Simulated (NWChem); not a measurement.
# SiH3O2 (SMILES O[SiH]O) at 5 levels

We compute a comparison of 5 runs (UBP86/6-31++G**, UBP86/6-311++G(2d,2p), UBP86/6-31G*, UBP86/6-31+G*, UBP86/6-311+G**) of SiH3O2. 

Program for the calculation: NWChem 7.3.0.

## 1. The structure to begin with

SiH3O2: 6 atoms, total charge 0, spin state doublet. As SMILES, `O[SiH]O`. Geometry: relaxed at PBE0-D4/def2-TZVP. This is one conformer, not always the lowest.

Bond lengths: O1–Si2 1.652 Å, Si2–O3 1.641 Å, O1–H4 0.958 Å, Si2–H5 1.496 Å, O3–H6 0.959 Å. Angles: O1–Si2–O3 107.5°, O1–Si2–H5 112.0°, O3–Si2–H5 104.2°, Si2–O1–H4 117.1°, Si2–O3–H6 117.2°.

## 2. The polarisability at UBP86/6-31++G(d,p) (spherical functions) (run 1)

Input file sp.nw:

```
start sp
memory total 2200 mb

geometry units angstrom noautosym nocenter noautoz
 O    -1.186200   -0.443400   -0.202500
 Si    0.358900    0.083300   -0.457100
 O     1.071000    0.255000    1.010900
 H    -1.625300   -0.879000   -0.934700
 H     0.393800    1.459300   -1.043800
 H     0.987700   -0.475200    1.627200
end

basis spherical bse
 * library 6-31++G**
end

dft
 xc becke88 perdew86
 mult 2
 grid fine
 convergence energy 1e-08
 iterations 100
 mulliken
 print low
end

property
 response 1 0
end

task dft property
```

Command:

```
$ nwchem sp.nw > sp.out
```

Standard output:

```text
[...]
 d= 0,ls=0.0,diis     1   -441.6935847710 -5.53D+02  2.12D-02  2.20D-01     1.4
[...]
 d= 0,ls=0.0,diis    11   -441.7913056940 -6.27D-10  5.54D-07  7.40D-10    11.9
[...]
         Total DFT energy =     -441.791305693969
      One electron energy =     -831.956800758555
           Coulomb energy =      317.831839959599
    Exchange-Corr. energy =      -39.275350614379
 Nuclear repulsion energy =      111.609005719365
[...]
      Total Density - Mulliken Population Analysis
     ---------------------------------------------
    Atom       Charge   Shell Charges
 -----------   ------   -------------------------------------------------------
    1 O    8     8.54   2.00  0.90  2.93  0.92  1.71 -0.10  0.17  0.01
    2 Si  14    13.57   2.00  2.00  5.96  0.97  1.58  0.44  0.21  0.09  0.04  0.28
    3 O    8     8.53   2.00  0.90  2.93  0.92  1.70 -0.11  0.17  0.01
    4 H    1     0.65   0.49  0.11  0.00  0.04
    5 H    1     1.07   0.50  0.58 -0.01  0.00
    6 H    1     0.64   0.49  0.11 -0.00  0.04
[...]
      <S2> =      0.7513 (Exact =     0.7500)
[...]
 Anisotropic =       6.4225299
[...]
```

Wall time 38 s (1 thread of Intel Xeon 6975P-C (Granite Rapids), shared host); peak memory 0.12 GiB.

## 3. The polarisability at UBP86/6-311++G(2d,2p) (run 2)

Input file mol.nw:

```
start mol
memory 2200 mb
charge 0
geometry noautosym nocenter noautoz
  O     -1.186200    -0.443400    -0.202500
  Si     0.358900     0.083300    -0.457100
  O      1.071000     0.255000     1.010900
  H     -1.625300    -0.879000    -0.934700
  H      0.393800     1.459300    -1.043800
  H      0.987700    -0.475200     1.627200
end
basis spherical bse
  * library "6-311++G(2d,2p)"
end
dft
  xc becke88 perdew86
  mult 2
  grid fine
  convergence energy 1e-08
  maxiter 100
  mulliken
  print low
end
property
  response 1 0
end
task dft property
```

Command:

```
$ nwchem mol.nw > mol.out
```

Standard output:

```text
[...]
 d= 0,ls=0.0,diis     1   -441.7698116808 -5.53D+02  7.02D-03  3.91D-01     2.5
[...]
 d= 0,ls=0.0,diis    11   -441.8781614821 -1.41D-09  3.35D-07  2.46D-09    23.8
[...]
         Total DFT energy =     -441.878161482064
      One electron energy =     -832.411820530327
           Coulomb energy =      318.246614268471
    Exchange-Corr. energy =      -39.321960939573
 Nuclear repulsion energy =      111.609005719365
[...]
      Total Density - Mulliken Population Analysis
     ---------------------------------------------
    Atom       Charge   Shell Charges
 -----------   ------   -------------------------------------------------------
    1 O    8     8.60   1.09  0.91  0.98  0.99  2.06  0.92  1.65 -0.07  0.06  0.00  0.02
    2 Si  14    13.21   0.79  1.18  0.95  1.03  0.82  0.42  1.98  3.89  0.65  0.78  0.29  0.12  0.01  0.08  0.23
    3 O    8     8.60   1.09  0.91  0.98  0.99  2.06  0.93  1.65 -0.07  0.06  0.00  0.02
    4 H    1     0.75   0.27  0.32  0.09 -0.00  0.02  0.05
    5 H    1     1.11   0.25  0.58  0.28 -0.02  0.00  0.02
    6 H    1     0.74   0.27  0.32  0.08 -0.01  0.02  0.05
[...]
      <S2> =      0.7516 (Exact =     0.7500)
[...]
 Anisotropic =       6.4967163
[...]
```

Wall time 75 s (1 thread of Intel Xeon 6975P-C (Granite Rapids), shared host); peak memory 0.12 GiB.

Runs 3 to 4 aren't shown in full; the table further down has their settings and results.

## 4. The polarisability at UBP86/6-311+G(d,p) (run 5)

Input file h3o2si.nw:

```
echo
start h3o2si
memory 2200 mb

geometry noautosym nocenter noautoz
   O     -1.186200    -0.443400    -0.202500
   Si     0.358900     0.083300    -0.457100
   O      1.071000     0.255000     1.010900
   H     -1.625300    -0.879000    -0.934700
   H      0.393800     1.459300    -1.043800
   H      0.987700    -0.475200     1.627200
end

basis spherical bse
   * library 6-311+G**
end

dft
   xc becke88 perdew86
   mult 2
   grid fine
   convergence energy 1e-08
   maxiter 100
   mulliken
   noprint "final vectors analysis"
end

property
   response 1 0
end

task dft property
```

Command:

```
$ nwchem h3o2si.nw > h3o2si.out
```

Standard output:

```text
[...]
          Wavefunction type:  spin polarized.
          No. of atoms     :     6
          No. of electrons :    33
[...]
          Charge           :     0
          Spin multiplicity:     2
[...]
          AO basis - number of functions:    92
[...]
              XC Information
              --------------
                    Becke 1988 Exchange Functional  1.000
                Perdew 1981 Correlation Functional  1.000 local
                Perdew 1986 Correlation Functional  1.000 non-local
[...]
 d= 0,ls=0.0,diis     1   -441.7551539632 -5.53D+02  1.19D-02  3.90D-01     1.5
[...]
 d= 0,ls=0.0,diis    11   -441.8639408833 -1.60D-09  5.01D-07  3.68D-09    14.4
[...]
         Total DFT energy =     -441.863940883287
      One electron energy =     -832.318919912320
           Coulomb energy =      318.169373544696
    Exchange-Corr. energy =      -39.323400235028
 Nuclear repulsion energy =      111.609005719365
[...]
      Total Density - Mulliken Population Analysis
     ---------------------------------------------
    Atom       Charge   Shell Charges
 -----------   ------   -------------------------------------------------------
    1 O    8     8.45   1.09  0.91  0.98  1.00  2.06  0.81  1.62 -0.12  0.10  0.01
    2 Si  14    13.53   0.79  1.18  0.95  1.03  0.84  0.57  1.98  3.89  0.65  1.01  0.25  0.08  0.03  0.28
    3 O    8     8.46   1.09  0.91  0.98  1.00  2.06  0.82  1.61 -0.11  0.09  0.01
    4 H    1     0.74   0.27  0.33  0.08  0.07
    5 H    1     1.10   0.25  0.57  0.26  0.01
    6 H    1     0.72   0.27  0.33  0.06  0.07
[...]
      <S2> =      0.7514 (Exact =     0.7500)
[...]
 Anisotropic =       7.0973989
[...]
```

It took 47 s on 1 thread of Intel Xeon 6975P-C (Granite Rapids), shared host; peak memory 0.12 GiB.

## 5. Overview of the runs

```
run                                  level  energy (Eh)   ⟨S²⟩  mean polarisability (bohr³)  wall time
  1  UBP86/6-31++G** (spherical functions)  -441.791306  0.751                         38.3       38 s
  2                  UBP86/6-311++G(2d,2p)  -441.878161  0.752                         39.9       75 s
  3     UBP86/6-31G* (spherical functions)  -441.760439  0.751                         30.0       22 s
  4    UBP86/6-31+G* (spherical functions)  -441.777695  0.751                         36.9       30 s
  5                        UBP86/6-311+G**  -441.863941  0.751                         38.1       47 s
```

## 6. Results

| quantity | value |
| --- | --- |
| run 5: total energy | -441.86394 Eh |
| run 5: dipole moment | 1.98 D |
| run 5: ⟨S²⟩ | 0.751 |
| run 5: mean static polarisability | 38.1 bohr³ |

What this shows: Over runs 3, 4, 5 the dipole moment (its size) runs from 1.98 D (UBP86/6-311+G**) to 2.00 D (UBP86/6-31+G*). All runs together took 3.5 min, the longest 75 s.
